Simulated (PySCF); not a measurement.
Mapped SMILES: `[NH2:1][CH:2]=[O:3]`; H(Xn) means a hydrogen on atom n. Ha(N1) is cis to the C=O or C=S heteroatom; Hb(N1) is trans to the C=O or C=S heteroatom.

All values are calculated (PySCF): geometry from GFN2-xTB, NMR shieldings at PBE0/pcSseg-1/GIAO. One computed conformer, no solvent, no relativistic terms.

Scale: 13C (186.93 ppm), 1H (31.72 ppm) against TMS; 15N (267.73 ppm) against NH3; 17O (336.08 ppm) vs H2O (reference shieldings calculated alike).

```
 atoms  nucleus  count  δ (ppm)
 H(C2)       1H      1     8.11
    C2      13C      1    159.7
    O3      17O      1        ?
Hb(N1)       1H      1     4.65
Ha(N1)       1H      1        ?
    N1      15N      1    117.6
```

Task: Complete the table.

Result: 
- Ha(N1): 4.59 ppm, hydrogen on an amide-type nitrogen; labile proton, position sensitive to the medium
- O3: 431.8 ppm, amide-type carbonyl oxygen

OH/NH shifts are gas-phase values; hydrogen bonding in solution moves them, usually downfield. The two substituents on the amide-type nitrogen aren't averaged: C–N rotation is slow on the NMR time scale. Shifts are as computed. Against solution values, carbons near 30 ppm lie about +3 ppm off and those near 130 ppm about +5 ppm. Of 1211 compounds with measured shifts, 218 miss one by over three times the rms of a fit or turn the order of signals round; such compounds aren't used in these exercises. Hydrogen bonding in solution shields acid and N–H amide carbonyl oxygens by tens of ppm. Hydrogen bonding in solution deshields acid and N–H amide carbonyl carbons by as much as 10 ppm beyond these values. Unscaled 17O shifts of doubly bonded oxygen tend to come out too high, by tens of ppm or more. Experimental scales use liquid or dissolved standards, which lie at an offset from isolated NH3 (liquid NH3: subtract about 20 ppm) and H2O (liquid H2O: subtract about 36 ppm).
